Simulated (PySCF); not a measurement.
HS, SMILES [SH] (connectivity only; charge and spin as stated), charge -1, multiplicity 1.

The structure is a stationary point at B3LYP-D3(BJ)/def2-TZVPD. The multiplicity is an assumed one; other spin states were not compared.

Two levels are set side by side: PBE/def2-TZVPD (PySCF) and B3LYP/def2-TZVPD (PySCF). Same geometry, gas phase. Differences are taken from unrounded values.

```csv
quantity,B3LYP
orbital gap (eV),4.40
highest occupied level (eV),0.06
lowest empty level (eV),4.46
mean polarisability (bohr³),51.4
```

Q: What does PBE give, and how far is it from B3LYP? (An estimate is asked for; the answer gives what the named calculation found.)

A: 
| quantity | PBE | PBE minus B3LYP |
|---|---|---|
| orbital gap (eV) | 3.29 | -1.11 |
| highest occupied level (eV) | 0.89 | 0.83 |
| lowest empty level (eV) | 4.18 | -0.28 |
| mean polarisability (bohr³) | 54.6 | 3.2 |

PBE's occupied levels lie high since its potential decays too fast outside the molecule; exact exchange lowers them and widens the gap. PBE's more diffuse valence density responds more strongly to a field. Differences between two approximate levels are no errors against the true value.

Rough cost on one machine, each run with all the roots and properties that it gave: B3LYP against PBE within a factor of 2.
